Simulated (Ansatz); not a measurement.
(H3Si)2NH (Si₂NH₇). Charge 0, multiplicity 1. Geometry B3LYP-D4/def2-TZVP.

| atom | x (Å) | y (Å) | z (Å) |
| --- | --- | --- | --- |
| Si1 | 0.760 | -1.225 | -0.617 |
| H2 | 1.245 | -2.399 | 0.150 |
| H3 | -0.500 | -1.559 | -1.316 |
| H4 | 1.796 | -0.904 | -1.632 |
| N5 | 0.428 | 0.096 | 0.452 |
| Si6 | -0.918 | 1.184 | 0.461 |
| H7 | -1.395 | 1.402 | 1.849 |
| H8 | -1.989 | 0.575 | -0.357 |
| H9 | -0.589 | 2.518 | -0.104 |
| H10 | 1.163 | 0.312 | 1.113 |

B3LYP takes the VWN-RPA correlation.

Problem. Estimate the orbital energies around the gap (eV) in Ansatz with HF/def2-TZVP, PBE-D4/def2-TZVPD, B97M-V/def2-TZVP, B3LYP-D4/def2-TZVP, PBE0-D4/def2-TZVP.

Solution. 
| orbital | HF/def2-TZVP | PBE-D4/def2-TZVPD | B97M-V/def2-TZVP | B3LYP-D4/def2-TZVP | PBE0-D4/def2-TZVP |
| --- | --- | --- | --- | --- | --- |
| HOMO−13 | -115.21 | -94.20 | -97.82 | -98.93 | -99.65 |
| HOMO−12 | -115.21 | -94.20 | -97.82 | -98.93 | -99.65 |
| HOMO−11 | -115.20 | -94.19 | -97.81 | -98.92 | -99.64 |
| HOMO−10 | -115.20 | -94.19 | -97.81 | -98.92 | -99.64 |
| HOMO−9 | -30.86 | -21.07 | -22.87 | -23.12 | -23.73 |
| HOMO−8 | -20.07 | -13.66 | -14.24 | -15.12 | -15.50 |
| HOMO−7 | -19.41 | -13.25 | -13.81 | -14.66 | -15.02 |
| HOMO−6 | -16.47 | -10.95 | -11.50 | -12.23 | -12.52 |
| HOMO−5 | -14.45 | -9.42 | -9.91 | -10.58 | -10.85 |
| HOMO−4 | -14.15 | -8.99 | -9.41 | -10.18 | -10.46 |
| HOMO−3 | -13.19 | -8.41 | -8.84 | -9.57 | -9.77 |
| HOMO−2 | -13.00 | -8.25 | -8.64 | -9.40 | -9.60 |
| HOMO−1 | -12.78 | -8.09 | -8.49 | -9.23 | -9.42 |
| HOMO | -10.78 | -6.21 | -6.65 | -7.28 | -7.50 |
| LUMO | 2.83 | -1.07 | -0.80 | -0.29 | -0.07 |
| LUMO+1 | 4.08 | -0.21 | 0.41 | 0.99 | 1.21 |
| LUMO+2 | 4.15 | 0.10 | 0.70 | 1.22 | 1.46 |
| LUMO+3 | 4.35 | 0.22 | 0.87 | 1.35 | 1.59 |
| LUMO+4 | 4.41 | 0.42 | 0.93 | 1.44 | 1.68 |
| LUMO+5 | 4.81 | 0.45 | 1.09 | 1.62 | 1.93 |
